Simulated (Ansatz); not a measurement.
`[Cl][Mg][Cl]` + H–F → `[F][Mg][Cl]` + HCl at 298.15 K and 1 bar (ligand exchange at a Mg–Cl bond).

Program: Ansatz. Geometries: PBE0-D4/def2-TZVP. ΔE: electronic, gas phase. CCSD(T)/CBS is the MP2 limit (def2-TZVPP, def2-QZVPP) plus CCSD(T) − MP2 in def2-TZVPP, frozen cores. This one scheme is used for every species. For Mg outer-core shells are correlated without core-valence functions, which leaves a few kJ/mol of doubt a bond.

```csv
species,CCSD(T)/CBS energy (Eh),H − E (kJ/mol),S (J/(mol·K))
`[Cl][Mg][Cl]`,-1119.60463,20.8,271.9
H–F,-100.39570,33.5,173.6
`[F][Mg][Cl]`,-759.61026,22.0,265.4
HCl,-460.38127,26.6,186.8
```

H − E and S are ideal-gas, rigid-rotor, harmonic terms from PBE0-D4/def2-TZVP. 1 Eh = 2625.50 kJ/mol, R = 8.31446 J/(mol·K).

Question: By hand: ΔE, ΔH, ΔS and ΔG.

Answer: ΔE = (-759.61026) + (-460.38127) − (-1119.60463) − (-100.39570) = 0.00880 Eh = 23.1 kJ/mol. Δ(H − E) = 22.0 + 26.6 − 20.8 − 33.5 = -5.7, so ΔH = 17.4 kJ/mol. ΔS = 265.4 + 186.8 − 271.9 − 173.6 = 6.7 J/(mol·K). ΔG = 17.4 − 298.15 × (6.7)/1000 = 15.4 kJ/mol.

Question: By hand: the equilibrium constant, and the temperature at which ΔG would vanish if ΔH and ΔS stayed fixed.

Answer: log₁₀ K = −ΔG/(RT ln 10) = -2.7. ΔG = 0 at ΔH/ΔS = 2597 K, far beyond where these terms or the molecules hold.

The number of gas molecules stays the same, so ΔS is small and ΔH decides. A doubt of 5 kJ/mol in ΔE shifts log₁₀ K by 0.9 here. These are equilibria of isolated gas molecules and say nothing of rates. Largest T1 diagnostic: 0.010 (customary marks: 0.02 for closed shells, 0.045 for open ones).
